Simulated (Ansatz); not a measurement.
Relaxation of CH₂OS (5 atoms, charge 0, multiplicity 1), to a largest force component of 0.02 eV/Å in at most 40 steps.

Computed with RKS revPBE-D4/def2-SVP in Ansatz.

```xyz
5
Properties=species:S:1:pos:R:3
O -0.899 -0.306 0.120
C 0.361 0.018 0.056
S 1.308 -0.627 1.207
H -1.355 0.177 -0.621
H 0.634 0.665 -0.804
```

Problem. Where does it end, and by what steps?

Solution. The forces met the threshold. After 5 steps the energy has fallen by 0.186 eV; S3 moved furthest, 0.10 Å.

```json
{"step": "0", "energy less start (eV)": "0.0000", "largest force component (eV/Å)": "2.827", "accepted": "yes"}
{"step": "1", "energy less start (eV)": "-0.1075", "largest force component (eV/Å)": "1.067", "accepted": "yes"}
{"step": "2", "energy less start (eV)": "-0.1649", "largest force component (eV/Å)": "0.534", "accepted": "yes"}
{"step": "3", "energy less start (eV)": "-0.1719", "largest force component (eV/Å)": "0.562", "accepted": "yes"}
{"step": "4", "energy less start (eV)": "-0.1858", "largest force component (eV/Å)": "0.029", "accepted": "yes"}
{"step": "5", "energy less start (eV)": "-0.1858", "largest force component (eV/Å)": "0.004", "accepted": "yes"}
```

```xyz
5
Properties=species:S:1:pos:R:3
O -0.974 -0.281 0.096
C 0.350 -0.017 0.087
S 1.398 -0.602 1.188
H -1.391 0.180 -0.661
H 0.666 0.647 -0.752
```

Whether the end is a true minimum wasn't checked by a vibrational analysis.

The run took 4.8 s on 1 thread of Arm Neoverse V2, on a shared host, peak memory 0.11 GiB.
